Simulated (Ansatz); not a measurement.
# C2H3FN2: the cost of one run

Method: the settings change from run to run; program: Ansatz 0.2.0, Gaussian basis.

## (1) The geometry

An earlier PBE0-D4 in a triple-zeta def2 set relaxation fixed the geometry.

8 atoms, charge 0, spin multiplicity 1.

Atoms are counted from 1 here; the program's logs count them from 0.

Bond lengths: F1–C2 1.350 Å, C2–N3 1.468 Å, C2–N5 1.477 Å, C2–H6 1.092 Å, N3–C4 1.285 Å, C4–N5 1.397 Å, C4–H7 1.087 Å, N5–H8 1.012 Å. Angles: F1–C2–N3 114.5°, F1–C2–N5 113.8°, F1–C2–H6 109.1°, N3–C2–N5 90.4°, N3–C2–H6 114.4°, N5–C2–H6 113.8°, C2–N3–C4 85.7°, N3–C4–N5 102.3°, N3–C4–H7 129.7°, N5–C4–H7 127.7°, C2–N5–C4 81.5°, C2–N5–H8 118.4°, C4–N5–H8 120.5°.

Geometry (Å):

```xyz
8
C2H3FN2
F    -1.8351   -0.3359    0.0948
C    -0.6338    0.0899    0.5394
N     0.3574   -0.9755    0.7327
C     0.9997   -0.4199   -0.2317
N     0.2092    0.6981   -0.5105
H    -0.7825    0.7316    1.4109
H     1.9668   -0.6731   -0.6595
H    -0.1894    0.8280   -1.4320
```

## (2) PBE0-DH/aug-pcseg-2

This run has a grid of angular degree 23, finite nuclei.

File in.yaml:

```yaml
crystal:
  periodic: [false, false, false]
  atoms:
    - {symbol: F, position_ang: [-1.835124, -0.335922, 0.094768]}
    - {symbol: C, position_ang: [-0.633779, 0.089862, 0.539449]}
    - {symbol: N, position_ang: [0.357351, -0.975544, 0.732726]}
    - {symbol: C, position_ang: [0.999690, -0.419912, -0.231663]}
    - {symbol: N, position_ang: [0.209151, 0.698122, -0.510495]}
    - {symbol: H, position_ang: [-0.782533, 0.731561, 1.410882]}
    - {symbol: H, position_ang: [1.966782, -0.673144, -0.659452]}
    - {symbol: H, position_ang: [-0.189436, 0.827979, -1.432015]}
basis:
  gaussian: {orbitals: aug-pcseg-2, final_grid: {core_spheres: 8, valence_spheres: 7, degree: 23}, nuclear_model: gaussian}
hamiltonian: {xc: {name: PBE0-DH}}
output: {forces: true}
```

The run is started by

```sh
ansatz run in.yaml --threads 2 --pin off --events-out ev --progress --plain --max-ram 4352MiB
```

What time and memory should one allow on 2 threads of Arm Neoverse V2, shared host?

About 34 s, with a peak of 1.2 GiB.
